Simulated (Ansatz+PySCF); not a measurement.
A calculation with Ansatz (development build ahead of 0.2.0).

```yaml
crystal:
  periodic: [false, false, false]
  atoms:
    - { symbol: C, position_ang: [0.0, 0.0, -0.23763] }
    - { symbol: H, position_ang: [0.0, 0.0, 1.42578] }
basis:
  gaussian: { orbitals: "6-31G" }
total_charge: 1
hamiltonian:
  xc: pbe0
scf:
  omitted_lower_state_checks: [starts, atomic_configurations, cluster_reference, orbital_swaps, given_window_search, neighbouring_geometries, increment]
output:
  forces: true
```

The input is written out in the form of the current development build from the run's settings.

Output:

```yaml
Converged: yes
Total_energy: -37.95754 hartree
Spin_squared_of_the_determinant: 0.000
Stability_test: minimum among restricted orbitals
```

Forces (eV/Å):
```csv
atom,Fx,Fy,Fz
C1,0.000,0.000,3.645
H2,0.000,0.000,-3.645
```
